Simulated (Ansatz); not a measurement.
# AlSiH5: small, medium and large basis sets

The task here is to estimate one member of a computed series from the others.

Program: Ansatz 0.2.0, Gaussian basis. Level of theory: one geometry, several basis sets. These are calculated values, not measurements.

Plan: PBE0-D4/def2-SVP; ωB97M-V/def2-SVP; PBE0-D4/def2-QZVPP; ωB97M-V/def2-QZVPP; CCSD(T)/cc-pV(D+d)Z; CCSD(T)/cc-pV(T+d)Z; CCSD(T)/cc-pV(Q+d)Z; the functionals' def2-TZVPP values are taken from earlier runs.

### The geometry

An earlier PBE0-D4 in a triple-zeta def2 set relaxation fixed the geometry.

SMILES `[AlH2][SiH3]`, 7 atoms, charge 0, spin multiplicity 1.

Atoms are counted from 1 here; the program's logs count them from 0.

Bond lengths: Al1–Si2 2.457 Å, Al1–H3 1.589 Å, Al1–H4 1.589 Å, Si2–H5 1.492 Å, Si2–H6 1.492 Å, Si2–H7 1.490 Å. Angles: Si2–Al1–H3 121.5°, Si2–Al1–H4 119.5°, H3–Al1–H4 118.9°, Al1–Si2–H5 110.6°, Al1–Si2–H6 110.7°, Al1–Si2–H7 113.4°, H5–Si2–H6 106.8°, H5–Si2–H7 107.5°, H6–Si2–H7 107.5°.

The first run:

Contents of in.yaml:

```yaml
crystal:
  periodic: [false, false, false]
  atoms:
    - {symbol: Al, position_ang: [-0.333187, -1.372678, 0.083546]}
    - {symbol: Si, position_ang: [0.285410, 1.000263, -0.064778]}
    - {symbol: H, position_ang: [0.695405, -2.468676, 0.597521]}
    - {symbol: H, position_ang: [-1.793709, -1.829919, -0.343694]}
    - {symbol: H, position_ang: [0.135835, 1.494835, -1.464906]}
    - {symbol: H, position_ang: [-0.614899, 1.833144, 0.785503]}
    - {symbol: H, position_ang: [1.686345, 1.274932, 0.361209]}
basis:
  gaussian: {orbitals: def2-SVP}
hamiltonian: {xc: pbe0, dispersion: d4}
output: {orbitals: {seedname: orbitals}}
```

Command:

```bash
ansatz run in.yaml --threads 2 --pin off --events-out ev --progress --plain --max-ram 32768MiB --backend cpu
```

Among the steps run: PBE0-D4 in def2-SVP; ωB97M-V in def2-SVP; PBE0-D4 in def2-QZVPP; ωB97M-V in def2-QZVPP.

One of the session's tables, all rows but one given; the rest of the session is left out.

It belongs to the step «Density functionals: the series». 

```
functional       basis  HOMO (eV)  LUMO (eV)
   PBE0-D4    def2-SVP      -7.65      -2.12
   PBE0-D4  def2-TZVPP      -7.62      -2.12
   PBE0-D4  def2-QZVPP      -7.61      -2.12
   ωB97M-V    def2-SVP          ?          ?
   ωB97M-V  def2-TZVPP      -9.61      -0.48
   ωB97M-V  def2-QZVPP      -9.61      -0.57
```

Q: Estimate the row for ωB97M-V, def2-SVP from the others.

As computed: HOMO (eV): -9.60; LUMO (eV): -0.41. In the column «HOMO (eV)» it lies between ωB97M-V, def2-QZVPP (-9.61) and PBE0-D4, def2-SVP (-7.65).
